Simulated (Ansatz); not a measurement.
Width of the whole s-p valence band of rock-salt MgO at several levels of theory

No measured value is used here.

```
level (code)                   value (eV)
-----------------------------  ----------
LDA (Ansatz)                          ___
BLYP (Ansatz)                         ___
PBE (Ansatz)                        17.27
PBEsol (Ansatz)                     17.21
RPBE (Ansatz)                       17.34
r²SCAN (Ansatz)                     18.22
B3LYP (VWN-RPA form) (Ansatz)         ___
HSE06 (Ansatz)                      18.83
PBE0 (Ansatz)                       18.86
```

Problem. Some entries are withheld; supply them.

Solution. 
- LDA (Ansatz, a quantum-chemistry and plane-wave program), value (eV): 17.02
- BLYP (Ansatz), value (eV): 17.16
- B3LYP (VWN-RPA form) (Ansatz), value (eV): 18.42

Widths are read from band energies on the run's k points.  Values are at the measured cell. Cutoffs and k meshes differ between the levels. Ansatz's density-functional and Hartree–Fock values are scalar-relativistic unless marked +SOC, with PAW data made under PBE.
